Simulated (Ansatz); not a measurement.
Ansatz (a quantum-chemistry and plane-wave program) input (B3LYP-D3(BJ)/def2-TZVP):

Ansatz 0.2 input:
```yaml
crystal:
  periodic: [false, false, false]
  atoms:
    - {symbol: O, position_ang: [-0.83095401, -0.12856893, 0.03268516]}
    - {symbol: C, position_ang: [0.17021438, 0.68199589, 0.03773233]}
    - {symbol: O, position_ang: [1.35480683, 0.53416852, 0.03245394]}
    - {symbol: H, position_ang: [-0.61766854, -1.09119401, 0.02207060]}
basis:
  gaussian:
    orbitals: def2-TZVP
hamiltonian:
  xc: b3lyp
  dispersion: d3bj
magnetization: {spin_polarized: true, initial_magnetization: 1}
relax: {f_tol: 0.002, max_steps: 150}
```

Output:

```
Functional definition: B3LYP
integrals: 0.02 GiB planned
526 factors; their error is unknown
mean field: 0.27 GiB planned
mean field evaluation 1: about -5143.1838 eV, gradient 3.9e1 eV
mean field evaluation 2: about -5133.3402 eV, gradient 6.6e1 eV
mean field evaluation 4: about -5147.7604 eV, gradient 3.7e0 eV
mean field evaluation 8: about -5147.8142 eV, gradient 2.2e-1 eV
mean field evaluation 16: about -5147.8143 eV, gradient 8.7e-5 eV
mean field -5147.81427260 eV, -189.1786852042 hartree, gradient 2.3e-5 eV, S^2 0.753304; 0 other end points of the search recorded, 0 dependent functions left out
the calculation of the forces begins
reference -5147.81444778 eV, -189.1786916421 hartree; 12, 11 occupied and 87, 88 virtual orbitals, 526 factors
relax step   1: F+E_penalty+E_count = -5147.87676647 eV  Δ(F+E_penalty+E_count) = +0.000e0 eV  max|allowed force component| = 1.717e0 eV/Å  Δτ_max = 0.0000 Å  (30 SCF iters, accepted)
these checks for a lower state are left out or cut short: starts, cluster_reference, orbital_swaps, neighbouring_geometries, increment
integrals: 0.02 GiB planned
526 factors; their error is unknown
mean field: 0.27 GiB planned
mean field -5147.84166278 eV, -189.1796917749 hartree, gradient 2.1e-5 eV, S^2 0.753247; 0 other end points of the search recorded, 0 dependent functions left out
the calculation of the forces begins
reference -5147.84183741 eV, -189.1796981923 hartree; 12, 11 occupied and 87, 88 virtual orbitals, 526 factors
relax step   2: F+E_penalty+E_count = -5147.90425050 eV  Δ(F+E_penalty+E_count) = -2.748e-2 eV  max|allowed force component| = 7.996e-1 eV/Å  Δτ_max = 0.0184 Å  (34 SCF iters, accepted)
these checks for a lower state are left out or cut short: starts, cluster_reference, orbital_swaps, neighbouring_geometries, increment
integrals: 0.02 GiB planned
526 factors; their error is unknown
mean field: 0.27 GiB planned
mean field evaluation 32: about -5147.8651 eV, gradient 1.9e-5 eV
mean field -5147.86509014 eV, -189.1805527143 hartree, gradient 1.9e-5 eV, S^2 0.753234; 0 other end points of the search recorded, 0 dependent functions left out
the calculation of the forces begins
reference -5147.86526406 eV, -189.1805591060 hartree; 12, 11 occupied and 87, 88 virtual orbitals, 526 factors
relax step   3: F+E_penalty+E_count = -5147.92788015 eV  Δ(F+E_penalty+E_count) = -2.363e-2 eV  max|allowed force component| = 2.651e-1 eV/Å  Δτ_max = 0.0515 Å  (35 SCF iters, accepted)
these checks for a lower state are left out or cut short: starts, cluster_reference, orbital_swaps, neighbouring_geometries, increment
integrals: 0.02 GiB planned
526 factors; their error is unknown
mean field: 0.27 GiB planned
mean field -5147.86537646 eV, -189.1805632365 hartree, gradient 2.2e-5 eV, S^2 0.753196; 0 other end points of the search recorded, 0 dependent functions left out
the calculation of the forces begins
reference -5147.86555023 eV, -189.1805696224 hartree; 12, 11 occupied and 87, 88 virtual orbitals, 526 factors
relax step   4: F+E_penalty+E_count = -5147.92824971 eV  Δ(F+E_penalty+E_count) = -3.696e-4 eV  max|allowed force component| = 2.394e-1 eV/Å  Δτ_max = 0.0120 Å  (35 SCF iters, accepted)
these checks for a lower state are left out or cut short: starts, cluster_reference, orbital_swaps, neighbouring_geometries, increment
integrals: 0.02 GiB planned
526 factors; their error is unknown
mean field: 0.27 GiB planned
mean field -5147.86582239 eV, -189.1805796239 hartree, gradient 2.1e-5 eV, S^2 0.753217; 0 other end points of the search recorded, 0 dependent functions left out
the calculation of the forces begins
reference -5147.86599621 eV, -189.1805860117 hartree; 12, 11 occupied and 87, 88 virtual orbitals, 526 factors
relax step   5: F+E_penalty+E_count = -5147.92866607 eV  Δ(F+E_penalty+E_count) = -4.164e-4 eV  max|allowed force component| = 1.122e-2 eV/Å  Δτ_max = 0.0044 Å  (36 SCF iters, accepted)
these checks for a lower state are left out or cut short: starts, cluster_reference, orbital_swaps, neighbouring_geometries, increment
integrals: 0.02 GiB planned
526 factors; their error is unknown
mean field: 0.27 GiB planned
mean field -5147.86582476 eV, -189.1805797111 hartree, gradient 2.1e-5 eV, S^2 0.753215; 0 other end points of the search recorded, 0 dependent functions left out
the calculation of the forces begins
reference -5147.86599858 eV, -189.1805860990 hartree; 12, 11 occupied and 87, 88 virtual orbitals, 526 factors
relax step   6: F+E_penalty+E_count = -5147.92866859 eV  Δ(F+E_penalty+E_count) = -2.523e-6 eV  max|allowed force component| = 1.154e-3 eV/Å  Δτ_max = 0.0003 Å  (36 SCF iters, accepted)
integrals: 0.02 GiB planned
526 factors; their error is unknown
mean field: 0.27 GiB planned
mean field evaluation 64: about -5147.8088 eV, gradient 3.9e0 eV
mean field -5147.86582476 eV, -189.1805797111 hartree, gradient 2.1e-5 eV, S^2 0.753215; 1 other end points of the search recorded, 0 dependent functions left out
the calculation of the forces begins
reference -5147.86599858 eV, -189.1805860990 hartree; 12, 11 occupied and 87, 88 virtual orbitals, 526 factors
Total energy: -5147.92884242 eV, -189.1828955673 hartree
Atom 0 at    -0.867279    -0.129448     0.032763 Å, force     0.000197     0.001078     0.000011 eV/Å
Atom 1 at     0.165510     0.698331     0.037945 Å, force    -0.000143     0.000247     0.000003 eV/Å
Atom 2 at     1.327149     0.482921     0.032002 Å, force    -0.000274    -0.000172    -0.000001 eV/Å
Atom 3 at    -0.548982    -1.055402     0.022232 Å, force     0.000219    -0.001154    -0.000013 eV/Å
Dipole moment:    -0.202535    -0.368029    -0.003128 e Å
```

It need not be the lowest isomer of its formula.
